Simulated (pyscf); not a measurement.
This saddle point was located with ωB97X-D3(BJ)/def2-SVP in PySCF.

```xyz
8

P     -0.3853    -0.4917     0.7000
P     -2.3938    -0.2436     0.1993
H      0.1464     1.0285     0.5714
H     -2.7933     0.3739     1.4287
P     -0.2751    -0.0443    -1.4743
H      0.1956     1.2136    -0.5658
H      0.9871    -0.4679    -1.9801
H     -1.0661    -1.1108    -2.0055
```

Surface: singlet, charge 0. Lowest wavenumbers (cm⁻¹): 1543i, 183, 330, 424, 480.

### Question
Name the species on either side of this saddle.

### Answer
HP=PH (SMILES P=P) + PH₃ (SMILES P) ⇌ HP=P–PH₂ (SMILES P=PP) + H₂ (SMILES [H][H]), a four-centre exchange read from left to right: H–P, H–P broken and P–P, H–H formed. At ωB97M-D3(BJ)/def2-TZVP it lies +2.42 eV from the left side and +2.28 eV from the right (each side as separated species at their lowest minima found). The same reactants have a lower exit, to H₂P–PH–PH₂ (barrier +2.11 eV at ωB97M-D3(BJ)/def2-TZVP, against +2.42 eV here). This is the saddle that the search found; another between the same sides may lie lower.
